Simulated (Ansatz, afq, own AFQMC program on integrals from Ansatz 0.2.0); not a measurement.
## Where AFQMC and coupled cluster stand for Al, doublet

A free Al atom.

Basis cc-pVDZ. Noble-gas cores (and the filled d shells of Ga–Kr and In–Xe) are frozen. Ansatz 0.2.0 and our own AFQMC program on the same integrals; the CISD trial comes from CCSD amplitudes, and released means the phaseless constraint is let go. Free projection: walkers drawn from exp(T), propagated without any constraint. Its projection time is finite, and what remains of the start isn't in its error. Error bars are statistical, one sigma.

Determinant: UHF, the one that the program's search chose, which needn't be the lowest solution.

Full CI on the same integrals is exact in this basis and with this determinant's frozen core.

Cautions: the ph-AFQMC/HF walk drifts between its halves (2.1 errors).

- T1 diagnostic: 0.0144
- weight of the determinant in the CISD state: 0.934
- ⟨S²⟩ of the determinant: 0.764
- size of the correlated space: 3 electrons in 13 orbitals

Reference: full CI, correlation energy -1.309 eV. The released energy is read at 1.50 1/Eh (meV from the phaseless value at times in 1/Eh: -0.6 ± 0.7 at 0.24, -1.1 ± 0.6 at 0.50, -1.9 ± 0.5 at 1.00, -2.6 ± 0.3 at 1.50).

```
         level  E − E(reference) (kJ/mol)  share of correlation (%)
            HF                      126.3                      0.00
           MP2                       46.1                     63.53
          CCSD                        2.7                     97.83
       CCSD(T)                        0.9                     99.25
   ph-AFQMC/HF                  5.7 ± 0.8                     95.48
 ph-AFQMC/CISD                 0.3 ± 0.08                     99.75
released AFQMC                 0.1 ± 0.03                     99.95
    free AFQMC                 0.0 ± 0.02                     99.98
```

Free projections are given only where their last times agree within the noise and don't stop above the reference; a slow remainder of the start can still hide under it. A walk keeps the symmetry of its determinant, which the program's search chose and which needn't be the lowest solution, so a lower state of the same spin and another symmetry isn't excluded. Released energies are given only where the last usable release times agree within the noise; a slower fall can still hide under it.
